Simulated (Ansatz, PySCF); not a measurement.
C2H6. Atoms are numbered in the order given.

```xyz
8

C      0.0000     0.0000    -0.7634
C      0.0000     0.0000     0.7634
H     -0.8824    -0.5094    -1.1597
H      0.8824    -0.5094    -1.1597
H      0.0000     1.0189    -1.1597
H     -0.8824     0.5094     1.1597
H      0.8824     0.5094     1.1597
H      0.0000    -1.0189     1.1597
```
Charge 0, spin multiplicity 1.

Coordinates come from a ωB97X-D3(BJ)/def2-TZVP optimisation.

Vertical ionisation energy (IE) and electron affinity (EA) in eV. Rows of orbital energies are one-electron estimates. Where ΔSCF, EOM or ADC give a negative EA the extra electron is unbound and the value depends on the basis.

```
level                                                                         IE     EA
-------------------------------------------------------------------------  -----  -----
−ε(HOMO), −ε(LUMO), PBE0/def2-TZVPD (PySCF)                                 9.59  -0.53
−ε(HOMO), −ε(LUMO), PBE/def2-TZVPD (PySCF)                                  8.14   0.08
ADC(2)/aug-cc-pVDZ (PySCF)                                                 12.18  -0.83
ΔSCF, CAM-B3LYP/def2-TZVPD (Ansatz), final states of multiplicity 2 and 2  12.39  -1.64
ΔSCF, PBE/def2-TZVPD (Ansatz), final states of multiplicity 2 and 2        11.87  -1.45
```

What vertical singlet–triplet gap does ΔSCF give with CAM-B3LYP/def2-TZVPD (Ansatz, a quantum-chemistry and plane-wave program) and with PBE/def2-TZVPD (Ansatz)? (Estimate from the structure and the level; the computed values follow.)

9.02 and 8.31 eV (triplet above singlet where positive).

Computed lowest 1s main lines (those of the lightest heavy element) from CVS-ADC(2)-x/aug-cc-pVDZ (PySCF, non-relativistic), with pole strengths:
291.5 eV (1.53), 291.6 eV (1.53).

Beyond the first one, list the lowest photoelectron lines from PySCF with ADC(2)/aug-cc-pVDZ with their pole strengths (two spins summed). (An estimate is asked for; the answer gives what the named calculation found.)

12.39 eV (1.79), 14.88 eV (1.81), 14.88 eV (1.81), 20.59 eV (1.77).
